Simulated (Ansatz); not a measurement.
We consider fcc Pd, described by PBEsol in Ansatz (plane waves, PAW).

Numerical settings: plane-wave cutoff 520 eV, 20×20×20 k mesh, Fermi–Dirac smearing 0.1 eV, perturbation theory, scalar-relativistic PAW data made under PBE.

Computed at the level's own relaxed cell.

Harmonic phonon frequencies (cm⁻¹; i marks an imaginary mode):

```
q point  frequencies
-------  -----------
X        160 160 227
L                ___
W                ___
```

Q: Some entries are withheld; supply them.

A: 
- L, frequencies: 113 113 234
- W, frequencies: 149 192 192

No imaginary mode appears at these points.

Ansatz is a first-principles code.
